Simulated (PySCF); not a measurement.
Computed properties of CHN, SMILES [C-]#[NH+]

hydrogen isocyanide (CHN), SMILES [C-]#[NH+]. Geometry: r2SCAN-D4/def2-TZVPD. The values are those of a single conformer. All values are computed for the isolated molecule unless a solvent is named; none is compared with measurement here.

**Structure.** The optimised structure has C∞v symmetry. All 4 harmonic modes at r2SCAN-D4/def2-TZVPD (PySCF) are real, so it is a minimum.

**Vibrations.** The strongest infrared lines (harmonic, unscaled, degenerate partners summed) lie at 473 cm⁻¹ (265 km/mol, H 76 %, N 19 %), 3784 cm⁻¹ (233 km/mol, H 89 %, N 10 %), 2091 cm⁻¹ (72 km/mol, C 55 %, N 38 %). The softest mode is at 473 cm⁻¹ and the zero-point energy is 9.8 kcal/mol.

**Electronic structure.** CAM-B3LYP/def2-TZVPD (PySCF) places the frontier levels at -10.77 and 0.94 eV, a gap of 11.71 eV, and gives a dipole moment of 3.07 D and a mean polarisability of 18.2 bohr³.

**Excitations.** TDA-CAM-B3LYP/def2-TZVPD (PySCF) has S1 at 8.41 eV (147 nm, f = 0.000, dark); the most intense of the 10 singlets computed lies at 8.42 eV (f = 0.22). Strengths of degenerate partners are summed. T1 (TDA) is at 5.87 eV, 2.54 eV under S1. No vertical singlet excitation falls in the visible range (under 3.1 eV).

**NMR.** GIAO shifts at KT2/pcSseg-2 (PySCF) (non-relativistic, atoms alike by connectivity averaged): ¹³C at 161.2 ppm against TMS; ¹H at 4.1 ppm against TMS.
